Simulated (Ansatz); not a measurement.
A made-up structure of CH3SSi, doublet:

```xyz
6
angstrom
C -0.2291 -0.1359 -0.6650
Si -0.2705 0.4740 1.0851
S 0.2253 -1.4772 0.5453
H -1.1682 -0.3279 -1.1738
H 0.5831 0.1246 -1.3375
H -0.2157 -0.1158 -1.7247
```

It is relaxed with PBE-D4/def2-SVP and then PBE0-D4/def2-TZVP (Ansatz 0.2.0). Atoms count as bonded within 1.22 times the sum of their covalent radii (H–H: 0.88 Å). The end point is not checked to be a true minimum.

(1) Does its bonding change? (Judge from chemistry; the calculation decides.)

## Answers

(1) Computed: Yes. Formed: none; broken: C1–Si2.

Where it ends: The first stage lowers the energy by 4.78 eV in 12 steps. It ends as CH₃SSi ([CH3][S][Si]):
C1  (-0.317, -0.300, -1.156)
Si2  (0.476, 0.383, 1.832)
S3  (-0.216, -1.060, 0.501)
H4  (-1.349, -0.359, -1.500)
H5  (0.004, 0.740, -1.115)
H6  (0.326, -0.862, -1.833)
(Å)

Labels in which every atom is bracketed show which atoms are joined, not bond orders.

For scale, one of the runs: PBE0-D4/def2-TZVP relaxation, 123 basis functions, launched by `ansatz run in.yaml --threads 2 --pin off --events-out ev --progress --plain --max-ram 4352MiB`. Hardware: 2 CPU threads of an Arm Neoverse V2, shared host. Wall time about 20 s.
